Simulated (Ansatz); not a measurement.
hcp against bcc along group 6

Method: DFT, BLYP, plane waves (420 eV) with PAW, scalar-relativistic in Ansatz. The PAW files were generated under PBE, with cores re-solved for the functional.

Each structure is relaxed within its symmetry, in the lowest magnetic state of the tried starts. Differences under about 8 meV lie within the error of the k-point mesh.

Real chromium orders in an incommensurate spin-density wave, which this two-atom cell only mimics.

```json
{"element": "Cr", "E(hcp) − E(bcc) (meV/atom)": "?", "V(hcp) (Å³/atom)": "?", "V(bcc) (Å³/atom)": "?", "state of hcp": "?", "state of bcc": "?"}
{"element": "Mo", "E(hcp) − E(bcc) (meV/atom)": "397", "V(hcp) (Å³/atom)": "16.78", "V(bcc) (Å³/atom)": "16.43", "state of hcp": "spin not included", "state of bcc": "spin not included"}
{"element": "W", "E(hcp) − E(bcc) (meV/atom)": "453", "V(hcp) (Å³/atom)": "17.12", "V(bcc) (Å³/atom)": "16.69", "state of hcp": "spin not included", "state of bcc": "spin not included"}
```

Task: Fill in the row of Cr.

Result: E(hcp) − E(bcc) (meV/atom): 393; V(hcp) (Å³/atom): 12.32; V(bcc) (Å³/atom): 12.22; state of hcp: non-magnetic; state of bcc: antiferromagnetic.
